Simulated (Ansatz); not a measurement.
Redistribution: C4H10 + C4H9Cl → C3H7Cl + C5H12

Species: C4H10 (isobutane) `CC(C)C`, singlet; C4H9Cl (1-chlorobutane) `CCCCCl`, singlet; C3H7Cl (2-chloropropane) `CC(C)Cl`, singlet; C5H12 (pentane) `CCCCC`, singlet. The partners trade CH3 for Cl; both sit on C, so the bond types are kept.

Shapes, held fixed at every level: PBE0-D4/def2-TZVP. Flexible molecules stand in one conformer, not always the lowest. Programs: Ansatz 0.2.0. Electronic energies: no zero-point or thermal term.

```tsv
level	kind	ΔE (kJ/mol)	less CCSD(T)/CBS estimate
SPW92/def2-TZVPP	LDA	-3.2	-0.1
PBE0-D4/def2-TZVPP	global hybrid	-2.9	+0.2
r2SCAN0-D4/def2-TZVPP	global hybrid	-3.2	-0.1
B2PLYP/def2-TZVPP	double hybrid	-3.2	-0.1
CCSD(T)/def2-SVP	coupled cluster or CI	-2.9	+0.2
CCSD/def2-SVP	coupled cluster or CI	-2.7	+0.4
CCSD(T)/def2-TZVPP	coupled cluster or CI	-2.3	+0.8
CCSD(T)/CBS estimate	coupled cluster or CI	-3.1	0.0
```

The highest level, CCSD(T)/CBS estimate, gives ΔE = -3.1 kJ/mol; the levels span -3.2 to -2.3. That is about zero within the method's error. The column of differences is taken from that level and isn't an error. No measured value is set beside it here. The CBS estimate extrapolates MP2 from def2-TZVPP and def2-QZVPP and adds CCSD(T) − MP2 in the triple-zeta set, cores frozen.
